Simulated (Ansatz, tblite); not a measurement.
Breaking a bond: SO, triplet.

Methods: UKS-B3LYP = Ansatz (a quantum-chemistry and plane-wave program) with unrestricted B3LYP/cc-pVQZ; UCCSD(T) = CCSD(T) on UHF/cc-pVQZ, frozen core (Ansatz); GFN2-xTB, 300 K electronic temperature (tblite); UCCSD = CCSD on UHF/cc-pVQZ, frozen core in Ansatz.

Energies are in kJ/mol, each relative to the lowest point of its own curve near equilibrium.

| R / Å | UKS-B3LYP | UCCSD(T) | GFN2-xTB | UCCSD |
|---|---|---|---|---|
| 1.19 | 449.0 | 448.4 | 364.6 | 434.0 |
| 1.24 | 276.6 | 275.4 | 214.4 | 263.2 |
| 1.32 | 106.8 | 105.4 | 73.7 | 96.9 |
| 1.40 | 25.3 | 24.6 | 12.5 | 20.1 |
| 1.44 | 7.2 | 6.8 | 1.5 | 4.5 |
| 1.48 | 0.0 | 0.0 | 0.0 | 0.0 |
| 1.51 | 0.4 | 0.6 | 3.8 | 2.4 |
| 1.56 | 9.8 | 10.3 | 17.6 | 15.1 |
| 1.63 | 36.3 | 39.5 | 48.4 | 47.5 |
| 1.72 | 84.9 | 90.1 | 100.7 | 102.7 |
| 1.84 | 162.5 | 168.0 | 181.6 | 185.4 |
| 2.00 | 271.3 | 274.9 | 293.4 | 293.8 |
| 2.21 | 392.3 | 401.2 | 428.6 | 407.0 |
| 2.46 | 478.7 | 491.0 | 558.7 | 477.6 |
| 2.71 | 519.4 | 523.6 | 652.0 | 502.1 |
| 3.01 | 541.1 | 534.8 | 720.6 | 511.2 |
| 3.26 | 549.0 | 537.9 | — | 514.0 |
| 3.64 | 553.9 | 539.1 | — | 515.1 |
| 3.96 | 555.5 | 539.5 | — | 515.5 |
| 4.46 | 556.4 | 540.1 | — | 516.0 |
| 5.22 | 556.8 | 540.7 | — | 516.5 |
| 5.98 | 557.0 | 540.9 | — | 516.7 |

At the longest distance, 5.98 Å, UKS-B3LYP lies highest above its minimum (557.0 kJ/mol) and UCCSD lowest (516.7 kJ/mol).

Dashes: no converged value, or the column stops at the first point that the program doubted or that broke a chosen test of continuity, which isn't proof of a fault.

The unrestricted determinant behind UKS-B3LYP is spin-contaminated at 2.46 to 5.98 Å (<S²> up to 3.0, against 2.00 for a pure triplet). The unrestricted determinant behind UCCSD(T), UCCSD is spin-contaminated at 1.84 to 5.98 Å (<S²> up to 3.0, against 2.00 for a pure triplet).
